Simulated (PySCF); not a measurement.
# SeO (SeO) (triplet): geometry

Aim: predict the geometry of SeO (SeO) (triplet) (`[O][Se]`).

Computed with PySCF 2.14.0, on a single molecule in the gas phase. Atoms are numbered from 0 throughout.

## 1. The starting structure

2 atoms, charge 0, multiplicity 3; geometry from: GFN2-xTB. The atoms were then displaced at random by about 0.01 Å, so the start is not that level's minimum.

Bonds of the start (Å): O0–Se1 1.63.

## 2. Geometry optimisation at PBE0-D3(BJ)/def2-SVP

What the job is given:

```
{"job": {"xc": "PBE0", "basis": "def2-SVP", "d3": "d3bj", "grid": 1, "maxiter": 30, "shake": 0.01, "kind": "geom"}, "charge": 0, "multiplicity": 3}
O      0.823800    -0.028140     0.000970
Se    -0.806310    -0.000680    -0.013090
```

Launch:

```
OMP_NUM_THREADS=1 python heavy_run.py task.json out
```

The driver reads the jobs from task.json and runs them one after another.

The log of the run:

```text
step   0  E = -2475.99703750  max force = 0.010390
step   1  E = -2475.99714407  max force = 0.002851
step   2  E = -2475.99715262  max force = 0.000013
optimisation converged
```

It took 2.7 s on 1 thread of Arm Neoverse V1, shared host; peak memory 0.26 GiB.

Relaxation path:

| step | energy from step 0 (eV) | largest force component (eV/Å) |
| --- | --- | --- |
| 0 | 0.0000 | 0.5343 |
| 1 | -0.0029 | 0.1466 |
| 2 | -0.0031 | 0.0007 |

The bond:

| bond | before (Å) | after (Å) | change (Å) |
| --- | --- | --- | --- |
| O0–Se1 | 1.630 | 1.642 | +0.012 |

The end geometry:

```xyz
2
OSe
O     0.8288   -0.0367    0.0029
Se   -0.8123    0.0099   -0.0168
```

| at the end point | value |
| --- | --- |
| point group (found at 0.08 Å tolerance) | Cinfv |
| rotational constants (GHz, main isotopes) | 14.065, 14.065 |
| dipole moment (D) | 2.15 |
| ⟨S²⟩ | 2.007 |

## 3. Results

```
                            quantity             value
                         point group             Cinfv
rotational constants (main isotopes)  14.07, 14.07 GHz
```

**Reading.** Relaxing lowered the energy by 0.003 eV in 2 steps; the bonded pair that moved most is O0–Se1, from 1.630 to 1.642 Å.
